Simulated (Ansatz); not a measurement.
One change: `O=C(F)F` becomes `O=CF`.

Ansatz, PBE0-D4/def2-TZVP geometries, multiplicity 1. 

| property | `O=C(F)F` |
| --- | --- |
| HOMO energy (PBE/def2-TZVPP) / eV | -8.44 |
| vertical ionisation energy (CCSD(T)/CBS(def2)) / eV | 13.71 |
| HOMO–LUMO gap (PBE0/def2-TZVPP) / eV | 9.98 |
| LUMO energy (PBE0/def2-TZVPP) / eV | -0.38 |
| HOMO–LUMO gap (PBE/def2-TZVPP) / eV | 6.84 |
| size of the dipole moment (PBE/def2-TZVPP) / D | 1.12 |

Problem. Give the same properties after the change, and the shifts. (An estimate is asked.)

Solution. Ansatz gave: 
| property | `O=CF` | shift |
| --- | --- | --- |
| HOMO energy (PBE/def2-TZVPP) / eV | -7.78 | 0.66 |
| vertical ionisation energy (CCSD(T)/CBS(def2)) / eV | 12.78 | -0.93 |
| HOMO–LUMO gap (PBE0/def2-TZVPP) / eV | 8.64 | -1.34 |
| LUMO energy (PBE0/def2-TZVPP) / eV | -0.89 | -0.51 |
| HOMO–LUMO gap (PBE/def2-TZVPP) / eV | 5.69 | -1.15 |
| size of the dipole moment (PBE/def2-TZVPP) / D | 1.95 | 0.83 |

With PBE0 the HOMO rises by 0.84 eV and the LUMO falls by 0.51 eV, so the gap narrows by about 1.35 eV. PBE moves the HOMO by 0.66 eV and ωB97M-V by 0.86 eV. Dipoles are sizes alone; their direction can turn.
